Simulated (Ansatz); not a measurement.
CH2ClF, SMILES `FCCl`. Charge 0, multiplicity 1.

```xyz
5

F     0.884   -0.940    0.422
C     0.077    0.088    0.068
Cl   -1.255   -0.489   -0.939
H     0.648    0.809   -0.516
H    -0.354    0.532    0.965
```

Question: What are the harmonic wavenumbers in cm⁻¹ at PBE0-D4/def2-TZVP (Ansatz, finite differences of forces, unscaled)? (An estimate is asked.)

Answer: Ansatz gave: 388, 770, 1011, 1112, 1259, 1375, 1499, 3095, 3171.

Question: Is this a minimum?

Answer: Yes, all 9 modes are real.

Question: Give the ideal-gas thermochemistry at 298.15 K and 1 bar (rigid rotor, harmonic oscillator; point group Cs, symmetry number 1).

Answer: Zero-point energy 81.8 kJ/mol; H(298) − E = 93.0 kJ/mol; entropy 264.2 J/(mol·K), of which translation 161.6, rotation 96.5, vibration 6.1; G(298) − E = 14.3 kJ/mol.

Question: And at 400, 500, 600, 800 and 1000 K?

Answer: 
```csv
T (K),H − E (kJ/mol),S (J/mol/K),G − E (kJ/mol)
400,98.2,279.0,-13.4
500,104.1,292.1,-42.0
600,110.6,304.1,-71.8
800,125.4,325.1,-134.8
1000,141.6,343.3,-201.6
```
